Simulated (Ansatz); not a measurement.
# Al₂H₂ (triplet): RPA-PBE over vertical spin and charge gaps, cc-pVTZ

How well do these functionals follow the top wave-function level for Al₂H₂ (triplet) over vertical spin and charge gaps?

The runs use Ansatz 0.2.0, Gaussian basis; cc-pVTZ, all electrons in the functionals, frozen cores in the correlation of double hybrids and RPA.

The runs, in order: RPA-PBE, at charge 0, triplet; charge 0, singlet; charge 0, quintet; charge 1, doublet; charge 1, quartet.

16 further runs of the same task are left out: 10 for a known fault of the program, 6 set aside as unsound or not needed.

## 1. What is computed

The geometry is a PBE0/def2-TZVP stationary point (not a proven minimum).

4 atoms, charge 0, spin multiplicity 3.

Atoms are counted from 1 here; the program's logs count them from 0.

Bond lengths: Al1–Al2 2.545 Å, Al1–H3 1.589 Å, Al1–H4 1.589 Å. Angles: Al2–Al1–H3 116.8°, Al2–Al1–H4 116.8°, H3–Al1–H4 126.5°.

No dispersion term is added.

The geometry shown and the zero of energy belong to the point charge 0, triplet. The yardstick, UCCSDT(Q), and other wave-function levels (R restricted, U unrestricted, valence and pair active spaces) come from earlier runs.

## 2. RPA-PBE, charge 0, triplet

The input, in.yaml:

```yaml
crystal:
  periodic: [false, false, false]
  atoms:
    - {symbol: Al, position_ang: [0.000000, 0.000000, -1.200958]}
    - {symbol: Al, position_ang: [0.000000, 0.000000, 1.344142]}
    - {symbol: H, position_ang: [0.000000, 1.418400, -1.916458]}
    - {symbol: H, position_ang: [0.000000, -1.418400, -1.916458]}
basis:
  gaussian: {orbitals: cc-pVTZ}
magnetization: {spin_polarized: true, initial_magnetization: 2}
hamiltonian: {xc: {name: PBE}}
correlation: {method: rpa, electrons: outside_noble_gas}
```

Command:

```console
ansatz run in.yaml --threads 2 --pin off --events-out ev --progress --plain --max-ram 24576MiB --backend cuda --devices 0, --max-vram 18GiB
```

The runs that follow: RPA-PBE, charge 0, singlet; RPA-PBE, charge 0, quintet; RPA-PBE, charge 1, doublet; RPA-PBE, charge 1, quartet.

**Question.** What will the summary of the whole plan be? Wanted: triplet to singlet, UCCSDT(Q); triplet to quintet, UCCSDT(Q); ionisation to the doublet cation, UCCSDT(Q); ionisation to the quartet cation, UCCSDT(Q); largest miss, RPA-PBE.

The runs gave:

```
                                   quantity                                             value
              triplet to singlet, UCCSDT(Q)                                     -5.3 kcal/mol
              triplet to quintet, UCCSDT(Q)                                     83.4 kcal/mol
ionisation to the doublet cation, UCCSDT(Q)                                    154.1 kcal/mol
ionisation to the quartet cation, UCCSDT(Q)                                    241.0 kcal/mol
                      largest miss, RPA-PBE  +5.3 kcal/mol (ionisation to the doublet cation)
```

RPA-PBE strays by up to 5.3 kcal/mol, at ionisation to the doublet cation. RPA-PBE clearly breaks the spin symmetry at some points (⟨S²⟩ up to 0.69 above the pure value), so energy there is bought with a mixed spin. Functionals and the yardstick converge differently with the basis, so part of each miss in cc-pVTZ is the basis.
